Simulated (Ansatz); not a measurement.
# Cl2H2: the cost of one run

Method: RKS CAM-B3LYP/def2-SVP, in Ansatz 0.2.0.

### Step 1. The structure to begin with

Bond lengths: Cl1–H2 1.274 Å, Cl3–H4 1.278 Å.

Coordinates:

```xyz
4

Cl   -0.5519    0.4265   -2.0571
H     0.3861   -0.1723   -1.4372
Cl    0.2583   -0.7234    1.5995
H    -0.0925    0.4692    1.8947
```

### Step 2. Preparing the start

The input, input.yaml:

```yaml
crystal:
  periodic: [false, false, false]
  atoms:
    - { symbol: Cl, position_ang: [-0.5519, 0.4265, -2.0571] }
    - { symbol: H, position_ang: [0.3861, -0.1723, -1.4372] }
    - { symbol: Cl, position_ang: [0.2583, -0.7234, 1.5995] }
    - { symbol: H, position_ang: [-0.0925, 0.4692, 1.8947] }
basis:
  gaussian: { orbitals: def2-SVP }
hamiltonian:
  xc: cam_b3lyp
relax:
  f_tol: 0.02
  max_steps: 40
scf:
  lower_state_search: "off"
output:
  orbitals: {}
```

Run with:

```bash
$ ansatz run input.yaml --threads 1 --pin off --max-ram 2048MiB --backend cpu --events-out ev --progress --plain --runs-dir out
```

Q: Estimate wall time and peak memory on 1 thread of Intel Xeon Platinum 8259CL at 2.50GHz (Skylake/Cascade Lake), shared host.

About 6.7 s, with a peak of 0.11 GiB.
